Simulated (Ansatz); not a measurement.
**C₆H₁₂: how energies converge with the basis set**

Aim: see how fast density functionals converge with the basis set for C₆H₁₂.

The runs use Ansatz 0.2.0, Gaussian basis; one geometry, several basis sets.

Levels to be run: PBE0-D4/def2-SVP; ωB97M-V/def2-SVP; PBE0-D4/def2-QZVPP; ωB97M-V/def2-QZVPP; the functionals' def2-TZVPP values are taken from earlier runs.

### 1 The geometry

An earlier PBE0-D4 in a triple-zeta def2 set relaxation fixed the geometry.

SMILES `CC1CCCC1`, 18 atoms, charge 0, spin multiplicity 1.

Atoms are counted from 1 here; the program's logs count them from 0.

Bond lengths: C1–C2 1.514 Å, C1–H7 1.095 Å, C1–H8 1.093 Å, C1–H9 1.093 Å, C2–C3 1.526 Å, C2–C6 1.526 Å, C2–H10 1.099 Å, C3–C4 1.532 Å, C3–H11 1.097 Å, C3–H12 1.093 Å, C4–C5 1.547 Å, C4–H13 1.093 Å, C4–H14 1.092 Å, C5–C6 1.532 Å, C5–H15 1.093 Å, C5–H16 1.092 Å, C6–H17 1.093 Å, C6–H18 1.097 Å. Angles: C2–C1–H7 110.5°, C2–C1–H8 111.5°, C2–C1–H9 111.5°, H7–C1–H8 107.7°, H7–C1–H9 107.7°, H8–C1–H9 107.7°, C1–C2–C3 114.7°, C1–C2–C6 114.7°, C1–C2–H10 109.0°, C3–C2–C6 101.9°, C3–C2–H10 108.1°, C6–C2–H10 108.1°, C2–C3–C4 104.6°, C2–C3–H11 108.5°, C2–C3–H12 113.1°, C4–C3–H11 110.4°, C4–C3–H12 113.1°, H11–C3–H12 107.1° and more.

### 2 PBE0-D4 in def2-SVP

Contents of in.yaml:

```yaml
crystal:
  periodic: [false, false, false]
  atoms:
    - {symbol: C, position_ang: [1.206583, -1.782409, 0.206096]}
    - {symbol: C, position_ang: [0.652947, -0.373959, 0.264331]}
    - {symbol: C, position_ang: [0.402102, 0.268921, -1.096787]}
    - {symbol: C, position_ang: [-0.489803, 1.477133, -0.795533]}
    - {symbol: C, position_ang: [-1.227813, 1.131000, 0.519428]}
    - {symbol: C, position_ang: [-0.717292, -0.255440, 0.926006]}
    - {symbol: H, position_ang: [0.524882, -2.440771, -0.341883]}
    - {symbol: H, position_ang: [2.175389, -1.811845, -0.299538]}
    - {symbol: H, position_ang: [1.341327, -2.201941, 1.206578]}
    - {symbol: H, position_ang: [1.356273, 0.263654, 0.818371]}
    - {symbol: H, position_ang: [-0.131304, -0.450727, -1.729532]}
    - {symbol: H, position_ang: [1.322836, 0.536363, -1.621158]}
    - {symbol: H, position_ang: [0.120193, 2.374067, -0.662214]}
    - {symbol: H, position_ang: [-1.179599, 1.689708, -1.614624]}
    - {symbol: H, position_ang: [-0.989711, 1.865813, 1.292420]}
    - {symbol: H, position_ang: [-2.313024, 1.145978, 0.400992]}
    - {symbol: H, position_ang: [-0.684058, -0.398848, 2.008836]}
    - {symbol: H, position_ang: [-1.369937, -1.036709, 0.518212]}
basis:
  gaussian: {orbitals: def2-SVP}
hamiltonian: {xc: pbe0, dispersion: d4}
output: {orbitals: {seedname: orbitals}}
```

Command:

```
$ ansatz run in.yaml --threads 2 --pin off --events-out ev --progress --plain --max-ram 20480MiB --backend cpu
```

After this run come: ωB97M-V in def2-SVP; PBE0-D4 in def2-QZVPP; ωB97M-V in def2-QZVPP.

**Question.** What will the summary of the whole plan be? Wanted: PBE0-D4: double and triple zeta above quadruple; ωB97M-V: double and triple zeta above quadruple.

**Answer**, as computed:

```
                                       quantity          value
PBE0-D4: double and triple zeta above quadruple  7.17, 0.36 eV
ωB97M-V: double and triple zeta above quadruple  7.59, 0.35 eV
```

**Reading.** PBE0-D4 gains 6.81 eV from double to triple zeta, then 0.36 eV more. These are total energies; as a rule much of such shifts cancels in differences, which this series doesn't test. The LUMO of ωB97M-V is positive and keeps falling with the basis (3.34 to 1.98 eV): an unbound level that the basis holds in place.
